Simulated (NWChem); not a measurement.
System: methanethiol (CH4S); SMILES CS

Output (shortened):

```
             Northwest Computational Chemistry Package (NWChem) 7.3.0
             --------------------------------------------------------

 CS  symmetry detected

                             Geometry "geometry" -> ""
                             -------------------------

 Output coordinates in angstroms (scale by  1.889725989 to convert to a.u.)

  No.       Tag          Charge          X              Y              Z
 ---- ---------------- ---------- -------------- -------------- --------------
    1 C                    6.0000     0.01180970     1.14875612     0.00000000
    2 S                   16.0000     0.06855391    -0.66254969     0.00000000
    3 H                    1.0000    -0.47944480     1.54451116     0.89986300
    4 H                    1.0000     1.05671955     1.48843237     0.00000000
    5 H                    1.0000    -0.47944480     1.54451116    -0.89986300
    6 H                    1.0000    -1.26555065    -0.86919632     0.00000000

 Effective nuclear repulsion energy (a.u.)      56.2440185353

      Symmetry information
      --------------------

 Group name             Cs
 Group number              2
 Group order               2
 No. of unique centers     5

                                 NWChem DFT Module
                                 -----------------

 Summary of "ao basis" -> "ao basis" (spherical)
 ------------------------------------------------------------------------------
       Tag                 Description            Shells   Functions and Types
 ---------------- ------------------------------  ------  ---------------------
 C                          def2-svp                 6       14   3s2p1d
 S                          def2-svp                 8       18   4s3p1d
 H                          def2-svp                 3        5   2s1p

      Symmetry analysis of basis
      --------------------------

        a'         36
        a"         16

            General Information
            -------------------
          SCF calculation type: DFT
          Wavefunction type:  closed shell.
          No. of atoms     :     6
          No. of electrons :    26
           Alpha electrons :    13
            Beta electrons :    13
          Charge           :     0
          Spin multiplicity:     1
          Use of symmetry is: on ; symmetry adaption is: on
          Maximum number of iterations: 150
          AO basis - number of functions:    52
                     number of shells:    26
          Convergence on energy requested:  1.00D-06
          Convergence on density requested:  1.00D-05
          Convergence on gradient requested:  5.00D-04

              XC Information
              --------------
                     Hartree-Fock (Exact) Exchange  1.000
                   CAM-Becke88 Exchange Functional  1.000
                      VWN V Correlation Functional  0.190 local
              Lee-Yang-Parr Correlation Functional  0.810

           Range-Separation Parameters
           ---------------------------
           Alpha           :  0.19
           Beta            :  0.46
           Gamma           :  0.33
           Short-Range HF  :     F

             Grid Information
             ----------------
          Grid used for XC integration:  medium
          Radial quadrature: Mura-Knowles
          Angular quadrature: Lebedev.
          Tag              B.-S. Rad. Rad. Pts. Rad. Cut. Ang. Pts.
          ---              ---------- --------- --------- ---------
          C                   0.70       49           8.0       434
          S                   1.00       88           8.0       590
          H                   0.35       45          10.0       434
          Grid pruning is: on
          Number of quadrature shells:   272
          Spatial weights used:  Erf1

      Superposition of Atomic Density Guess
      -------------------------------------

 Sum of atomic energies:        -436.96924501

      Non-variational initial energy
      ------------------------------

 Total energy =    -437.821668
 1-e energy   =    -713.030092
 2-e energy   =     218.964405
 HOMO         =      -0.278635
 LUMO         =       0.074317

      Symmetry analysis of molecular orbitals - initial
      -------------------------------------------------

  Numbering of irreducible representations:

     1 a'          2 a"

  Orbital symmetries:

     1 a'          2 a'          3 a'          4 a'          5 a'
     6 a"          7 a'          8 a'          9 a'         10 a"
    11 a'         12 a'         13 a"         14 a'         15 a'
    16 a'         17 a'         18 a"         19 a'         20 a"
    21 a'         22 a'         23 a'

   convergence    iter        energy       DeltaE   RMS-Dens  Diis-err
 ---------------- ----- ----------------- --------- --------- ---------
 d= 0,ls=0.0,diis     1   -438.4999650522 -4.95D+02  7.89D-03  1.92D-01
 d= 0,ls=0.0,diis     2   -438.5187382376 -1.88D-02  3.02D-03  2.84D-02
 d= 0,ls=0.0,diis     3   -438.5215606794 -2.82D-03  1.16D-03  8.03D-03
 d= 0,ls=0.0,diis     4   -438.5226201758 -1.06D-03  1.96D-04  1.61D-04
 d= 0,ls=0.0,diis     5   -438.5226442287 -2.41D-05  4.87D-05  4.53D-06
 d= 0,ls=0.0,diis     6   -438.5226451118 -8.83D-07  9.98D-06  2.06D-07

         Total DFT energy =     -438.522645111838
      One electron energy =     -715.077460410800
           Coulomb energy =      252.866914300844
    Exchange-Corr. energy =      -32.556117537217
 Nuclear repulsion energy =       56.244018535336

 Numeric. integr. density =       26.000009460442

                  Occupations of the irreducible representations
                  ----------------------------------------------

                     irrep           alpha         beta
                     --------     --------     --------
                     a'               10.0         10.0
                     a"                3.0          3.0

                       DFT Final Molecular Orbital Analysis
                       ------------------------------------

 Vector   11  Occ=2.000000D+00  E=-4.507200D-01  Symmetry=a'
              MO Center=  3.2D-02,  4.3D-01, -1.3D-15, r^2= 2.3D+00
   Bfn.  Coefficient  Atom+Function         Bfn.  Coefficient  Atom+Function
  ----- ------------  ---------------      ----- ------------  ---------------
     5      0.301155  1 C  py                38      0.291435  4 H  s
     4      0.258046  1 C  px                23     -0.248071  2 S  py
    48      0.238543  6 H  s                 26     -0.222167  2 S  py
     8      0.140930  1 C  py                20     -0.139111  2 S  py
    39      0.136627  4 H  s                 22     -0.133430  2 S  px

 Vector   12  Occ=2.000000D+00  E=-3.883537D-01  Symmetry=a'
              MO Center=  9.1D-02, -4.1D-01, -1.7D-16, r^2= 2.2D+00
   Bfn.  Coefficient  Atom+Function         Bfn.  Coefficient  Atom+Function
  ----- ------------  ---------------      ----- ------------  ---------------
    18      0.347276  2 S  s                 25      0.292155  2 S  px
    22      0.272133  2 S  px                26     -0.261535  2 S  py
    23     -0.243868  2 S  py                17      0.241083  2 S  s
     5      0.228157  1 C  py                48     -0.219577  6 H  s
    16     -0.181717  2 S  s                 19      0.155835  2 S  px

 Vector   13  Occ=2.000000D+00  E=-2.910189D-01  Symmetry=a"
              MO Center=  1.8D-02, -5.0D-01, -6.6D-18, r^2= 1.7D+00
   Bfn.  Coefficient  Atom+Function         Bfn.  Coefficient  Atom+Function
  ----- ------------  ---------------      ----- ------------  ---------------
    27      0.662207  2 S  pz                24      0.453184  2 S  pz
    21      0.257477  2 S  pz                33     -0.131748  3 H  s
    43      0.131748  5 H  s                  6     -0.117782  1 C  pz
    34     -0.080770  3 H  s                 44      0.080770  5 H  s
     9     -0.035857  1 C  pz

 Vector   14  Occ=0.000000D+00  E= 7.936728D-02  Symmetry=a'
              MO Center= -4.8D-01,  1.1D-01,  6.3D-15, r^2= 4.7D+00
   Bfn.  Coefficient  Atom+Function         Bfn.  Coefficient  Atom+Function
  ----- ------------  ---------------      ----- ------------  ---------------
     3      1.738887  1 C  s                 49     -0.947716  6 H  s
    34     -0.732303  3 H  s                 44     -0.732303  5 H  s
    39     -0.655538  4 H  s                 25     -0.651294  2 S  px
    26     -0.512742  2 S  py                18      0.232077  2 S  s
     2      0.198460  1 C  s                 48     -0.183442  6 H  s

 Vector   15  Occ=0.000000D+00  E= 1.171309D-01  Symmetry=a'
              MO Center= -5.1D-01,  1.2D-01, -1.3D-15, r^2= 4.8D+00
   Bfn.  Coefficient  Atom+Function         Bfn.  Coefficient  Atom+Function
  ----- ------------  ---------------      ----- ------------  ---------------
     3      1.883561  1 C  s                 18     -1.229839  2 S  s
    49      1.106429  6 H  s                 39     -0.750298  4 H  s
    25      0.662629  2 S  px                26     -0.643846  2 S  py
    34     -0.572880  3 H  s                 44     -0.572880  5 H  s
     8     -0.398294  1 C  py                17     -0.218448  2 S  s

 Vector   16  Occ=0.000000D+00  E= 1.517485D-01  Symmetry=a'
              MO Center=  2.9D-01,  7.0D-01,  2.4D-14, r^2= 3.9D+00
   Bfn.  Coefficient  Atom+Function         Bfn.  Coefficient  Atom+Function
  ----- ------------  ---------------      ----- ------------  ---------------
    39     -1.202165  4 H  s                  3      1.174571  1 C  s
     8      1.005457  1 C  py                26      0.789529  2 S  py
    34     -0.651192  3 H  s                 44     -0.651192  5 H  s
     5      0.399692  1 C  py                18      0.342444  2 S  s
     7      0.254856  1 C  px                17      0.230049  2 S  s

     Multipole analysis of the density
     ---------------------------------

     L   x y z        total         alpha         beta         nuclear
     -   - - -        -----         -----         ----         -------
     0   0 0 0     -0.000000    -13.000000    -13.000000     26.000000

     1   1 0 0     -0.338441     -0.169221     -0.169221      0.000000
     1   0 1 0      0.480362      0.240181      0.240181     -0.000000
     1   0 0 1     -0.000000     -0.000000     -0.000000      0.000000

     2   2 0 0    -14.230088    -12.925238    -12.925238     11.620387
     2   1 1 0      0.989366     -0.481154     -0.481154      1.951675
     2   1 0 1     -0.000000     -0.000000     -0.000000      0.000000
     2   0 2 0    -14.980219    -47.991978    -47.991978     81.003737
     2   0 1 1     -0.000000     -0.000000     -0.000000      0.000000
     2   0 0 2    -16.383007    -11.083185    -11.083185      5.783363

                                 NWChem DFT Module
                                 -----------------

      Symmetry analysis of basis
      --------------------------

        a'         36
        a"         16

            General Information
            -------------------
          SCF calculation type: DFT
          Wavefunction type:  spin polarized.
          No. of atoms     :     6
          No. of electrons :    25
           Alpha electrons :    13
            Beta electrons :    12
          Charge           :     1
          Spin multiplicity:     2
          Use of symmetry is: on ; symmetry adaption is: on
          Maximum number of iterations: 150
          This is a Direct SCF calculation.
          AO basis - number of functions:    52
                     number of shells:    26
          Convergence on energy requested:  1.00D-06
          Convergence on density requested:  1.00D-05
          Convergence on gradient requested:  5.00D-04

              XC Information
              --------------
                     Hartree-Fock (Exact) Exchange  1.000
                   CAM-Becke88 Exchange Functional  1.000
                      VWN V Correlation Functional  0.190 local
              Lee-Yang-Parr Correlation Functional  0.810

           Range-Separation Parameters
           ---------------------------
           Alpha           :  0.19
           Beta            :  0.46
           Gamma           :  0.33
           Short-Range HF  :     F

             Grid Information
             ----------------
          Grid used for XC integration:  medium
          Radial quadrature: Mura-Knowles
          Angular quadrature: Lebedev.
          Tag              B.-S. Rad. Rad. Pts. Rad. Cut. Ang. Pts.
          ---              ---------- --------- --------- ---------
          C                   0.70       49           8.0       434
          S                   1.00       88           8.0       590
          H                   0.35       45          10.0       434
          Grid pruning is: on
          Number of quadrature shells:   272
          Spatial weights used:  Erf1

      Superposition of Atomic Density Guess
      -------------------------------------

 Sum of atomic energies:        -436.96924501

 Renormalizing density from      26.00 to     25

      Non-variational initial energy
      ------------------------------

 Total energy =    -426.916938
 1-e energy   =    -685.605858
 2-e energy   =     202.444901
 HOMO         =      -0.683555
 LUMO         =      -0.293649

   Symmetry analysis of molecular orbitals - initial alpha
   -------------------------------------------------------

  Numbering of irreducible representations:

     1 a'          2 a"

  Orbital symmetries:

     1 a'          2 a'          3 a'          4 a'          5 a'
     6 a"          7 a'          8 a'          9 a'         10 a"
    11 a'         12 a'         13 a"         14 a'         15 a'
    16 a'         17 a'         18 a"         19 a'         20 a'
    21 a"         22 a'         23 a'

   Symmetry analysis of molecular orbitals - initial beta
   ------------------------------------------------------

  Numbering of irreducible representations:

     1 a'          2 a"

  Orbital symmetries:

     1 a'          2 a'          3 a'          4 a'          5 a'
     6 a"          7 a'          8 a'          9 a'         10 a"
    11 a'         12 a'         13 a"         14 a'         15 a'
    16 a'         17 a'         18 a"         19 a'         20 a'
    21 a"         22 a'         23 a'

   convergence    iter        energy       DeltaE   RMS-Dens  Diis-err
 ---------------- ----- ----------------- --------- --------- ---------
 d= 0,ls=0.0,diis     1   -438.0864770735 -4.94D+02  1.09D-02  2.48D-01
                                                     1.10D-02  2.72D-01
 d= 0,ls=0.0,diis     2   -438.1512326505 -6.48D-02  4.89D-03  5.50D-02
                                                     4.68D-03  4.41D-02
 d= 0,ls=0.0,diis     3   -438.1767848133 -2.56D-02  6.61D-04  1.24D-03
                                                     9.90D-04  2.14D-03
 d= 0,ls=0.0,diis     4   -438.1782467128 -1.46D-03  2.94D-04  3.75D-04
                                                     2.75D-04  2.51D-04
 d= 0,ls=0.0,diis     5   -438.1785002031 -2.53D-04  1.52D-04  3.29D-05
                                                     2.32D-04  4.27D-05
  Resetting Diis
 d= 0,ls=0.0,diis     6   -438.1785806379 -8.04D-05  5.64D-05  2.22D-06
                                                     7.45D-05  2.38D-06
 d= 0,ls=0.0,diis     7   -438.1785873334 -6.70D-06  9.57D-06  1.65D-07
                                                     1.07D-05  1.56D-07
 d= 0,ls=0.0,diis     8   -438.1785875802 -2.47D-07  6.26D-06  4.52D-08
                                                     4.29D-06  2.50D-08

         Total DFT energy =     -438.178587580221
      One electron energy =     -706.871588010221
           Coulomb energy =      244.678634912289
    Exchange-Corr. energy =      -32.229653017624
 Nuclear repulsion energy =       56.244018535336

 Numeric. integr. density =       25.000008373657

[...]
```

Level: CAM-B3LYP/def2-SVP, vertical spin-unrestricted ions. Geometry: optimised at PBE0/def2-SVP.

Problem. Write an input that gives this output.

Solution. One answer among several that fit: the input that was run:
```
start job
memory heap 200 mb stack 900 mb global 1100 mb
geometry units angstroms noautoz
  C      0.007372     1.144073     0.000000
  S      0.073678    -0.666908     0.000000
  H     -0.485965     1.537229     0.899863
  H      1.050474     1.489261     0.000000
  H     -0.485965     1.537229    -0.899863
  H     -1.259317    -0.880595     0.000000
end
basis spherical
  * library def2-svp
end
dft
  xc xcamb88 1.00 lyp 0.81 vwn_5 0.19 hfexch 1.00
  cam 0.33 cam_alpha 0.19 cam_beta 0.46
  iterations 150
  vectors input atomic output neutral.movecs
end
task dft energy
charge 1
dft
  odft
  mult 2
  vectors input atomic output cation.movecs
end
task dft energy
```
